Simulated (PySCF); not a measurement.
# BCl: the SCF solver's settings

The same problem is solved with other solver options, one edit a run.

Computed with PySCF 2.14.0. Level: each script names its method and basis.

### 1 Where the work starts

BCl: 2 atoms, charge 0, spin multiplicity 1.

Bond lengths: B1–Cl2 1.446 Å.

### 2 The run that the others are compared with

Input file input.py:

```python
from pyscf import gto, dft

mol = gto.M(
    atom='B 0 0 0; Cl 0 0 1.446',
    basis='3-21g',
    charge=0,
    spin=0,
    verbose=4,
)
mf = dft.UKS(mol, xc='mn15')
mf.kernel()
mf.stability(internal=True, external=True)
mf.dip_moment()
print('orbital energies (hartree):', [e[max(0, n-3):n+3].round(4) for e, n in zip(mf.mo_energy, mol.nelec)])
```

Launch:

```sh
$ OMP_NUM_THREADS=1 python input.py
```

The log of this run is left out.

In short: E(SCF) = -482.140696 Eh, 7 cycles, μ = 2.20 D, internal stable; real -> complex stable; UHF/UKS -> GHF/GKS stable.

The bond length is a typed value, not an optimised one.

### 3 Point-group symmetry on

Variant 1 changes point-group symmetry: off → on.

Input file input.py:

```python
from pyscf import gto, dft

mol = gto.M(
    atom='B 0 0 0; Cl 0 0 1.446',
    basis='3-21g',
    charge=0,
    spin=0,
    symmetry=True,
    verbose=4,
)
mf = dft.UKS(mol, xc='mn15')
mf.kernel()
mf.stability(internal=True, external=True)
mf.dip_moment()
print('orbital energies (hartree):', [e[max(0, n-3):n+3].round(4) for e, n in zip(mf.mo_energy, mol.nelec)])
```

Launch:

```sh
$ OMP_NUM_THREADS=1 python input.py
```

### 4 Convergence threshold 1e-07 hartree

Variant 2 changes convergence threshold: default → 1e-07 hartree.

Changes to input.py since step 2:

```diff
@@ -10,2 +10,3 @@
 mf = dft.UKS(mol, xc='mn15')
+mf.conv_tol = 1e-07
 mf.kernel()
```

### 5 Initial guess sap

Variant 3 changes initial guess: minao → sap.

Changes to input.py since step 2:

```diff
@@ -10,2 +10,3 @@
 mf = dft.UKS(mol, xc='mn15')
+mf.init_guess = 'sap'
 mf.kernel()
```

### 6 Second-order solver on

Variant 4 changes second-order solver: off → on.

Changes to input.py since step 2:

```diff
@@ -10,2 +10,3 @@
 mf = dft.UKS(mol, xc='mn15')
+mf = mf.newton()
 mf.kernel()
```

Before running it: what results should come out? Wanted: for each run, E(SCF); from base; gap; SCF dipole; after the SCF.

**Answer**, as computed:

```tsv
run	E(SCF) (hartree)	from base (eV)	cycles	gap (eV)	SCF dipole (D)	after the SCF
base	-482.140696	0	7	7.08	2.20	stable
point-group symmetry on	-482.140696	0.0000	7	7.08	2.20	stable (point group kept)
convergence threshold 1e-07 hartree	-482.140696	0.0000	6	7.08	2.20	stable
initial guess sap	-482.140696	0.0000	8	7.08	2.20	stable
second-order solver on	-482.140696	0.0000	3 macro	7.08	2.20	stable
```

Distance from each run's final energy (log10 hartree) by cycle:

```tsv
run	cycle 1	cycle 2	cycle 3	cycle 5	cycle 8	cycle 12
base	-2.1	-2.4	-3.9	-7.1	done	done
point-group symmetry on	-2.1	-2.4	-3.9	-7.1	done	done
convergence threshold 1e-07 hartree	-2.1	-2.4	-3.9	-7.1	done	done
initial guess sap	-1.1	-1.0	-4.1	-5.9	< -11	done
second-order solver on	-6.9	< -11	< -11	done	done	done
```

In words: No change of the SCF energy comes from point-group symmetry on or convergence threshold 1e-07 hartree or initial guess sap or second-order solver on. With point-group symmetry on, initial guess sap the path hardly changes: 7 to 8 cycles against 7.
